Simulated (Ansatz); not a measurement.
Palladium, fcc: convergence with the k-point mesh

Computed with Ansatz, PBE, scalar-relativistic PAW, on the relaxed cell (a = 3.947 Å; spin not included). Errors count from a run at 420 eV on a Γ-centred 22×22×22 mesh with Fermi-Dirac smearing of 0.1 eV, extrapolated to zero width. Fixed here: cutoff 420 eV, Fermi-Dirac width 0.1 eV. The SCF starts from atomic densities corrected by a trained network.

| k-mesh | E(σ→0) error (meV/atom) | P (GPa) | SCF iterations |
| --- | --- | --- | --- |
| 2×2×2 | 3111.7 | 55.05 | 12 |
| 4×4×4 | -152.3 | -0.55 | 6 |
| 7×7×7 | -13.9 | 0.28 | 6 |
| 8×8×8 | 18.9 | 0.36 | 6 |
| 11×11×11 | 11.5 | 0.12 | 6 |
| 15×15×15 | -5.5 | -0.31 | 6 |
| 20×20×20 | -0.5 | -0.20 | 6 |

Problem. What does the run at 5×5×5 give (k-mesh)?

Solution. E(σ→0) error (meV/atom): 138.5; P (GPa): 2.07; SCF iterations: 6.

Within 5 meV/atom of the last row: from 20×20×20 on.
